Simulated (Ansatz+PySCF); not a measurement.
Two shapes of singlet NH3 in separate pieces.

Shape 1:

```xyz
4

N     0.0000    0.0000   -0.1456
H     0.0000    0.7999    0.5097
H     0.0000   -0.7999    0.5097
H    10.0000    0.0000    0.0000
```

Shape 2:

```xyz
4

N     0.0000    0.0000   -0.1456
H     0.0000    0.7999    0.5097
H     0.0000   -0.7999    0.5097
H    30.0000    0.0000    0.0000
```

Basis set: cc-pVDZ (spherical functions). Left uncorrelated: 1 orbital. Charge 0, multiplicity 1.

Computed with Ansatz (development build ahead of 0.2.0); each method stands on the lowest determinant of its kind that the runs found.

Question: Which shape is lower in energy, and by how much in each method?

Answer:

```csv
method,E(2) − E(1) (eV)
RHF,0.490
UHF,0.000
RHF-CCSD,0.003
PBE0 (restricted),0.122
ωB97X (restricted),0.484
```

Shape 1 is lower, bar methods that put the two within 0.005 eV. Caution for RHF, RHF-CCSD, PBE0 (restricted), ωB97X (restricted): an unrestricted determinant lies well below. Caution for UHF: the unrestricted determinant is a mixture of spin states. Caution for RHF-CCSD: large amplitudes, a single reference is doubtful. Caution for PBE0 (restricted), ωB97X (restricted): charge can spread falsely over distant fragments.
